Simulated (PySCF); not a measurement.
**Telling isomers of C₂H₇N apart by NMR**

- couplings computed with B3LYP/pcJ-1 (spin–dipole term left out of most H,H and C,H couplings)
- shieldings: GIAO PBE0/pcSseg-1
- geometry from GFN2-xTB
- run in PySCF
- one computed conformer, one averaged value for each set of equivalent atoms, relativity neglected, no solvent

Referencing at the same level of theory: TMS for 1H (σ = 31.72 ppm) and 13C (σ = 186.93 ppm). Multiplet labels drop J under 1 Hz and among equivalent protons, and merge close values. Unscaled 3J(H,H) run several per cent high. Shifts are as computed. Against solution values, carbons near 30 ppm lie about +3 ppm off and those near 130 ppm about +5 ppm. Of 1211 compounds with measured shifts, 218 miss one by over three times the rms of a fit or turn the order of signals round; such compounds aren't used in these exercises. OH and NH positions are gas-phase values without hydrogen bonding to other molecules.

(1) Tabulate the signals of `CCN`, `CNC` and their relative energies.

(2) What is the quickest way to tell CCN from CNC?

Results:

(1) 
```json
{"SMILES": "CCN", "carbon types": "1×CH2 1×CH3", "δC": "42.9, 25.6", "δH": "2.77 (q, 2H), 1.00 (t, 3H), 0.42 (br s, 2H)", "E rel. (kcal/mol)": "0.0"}
{"SMILES": "CNC", "carbon types": "2×CH3", "δC": "41.8", "δH": "2.50 (s, 6H), -0.36 (br s, 1H)", "E rel. (kcal/mol)": "7.0"}
```

Energies are electronic energies at PBE0/pcSseg-1 on these geometries, without zero-point or thermal terms, each for the one conformer computed, which needn't be the lowest.

(2) Count the carbon signals: 2 against 1. The first has an sp3 CH2 bonded to N at 42.9 ppm, the second a methyl carbon bonded to N (CH3) at 41.8 ppm.
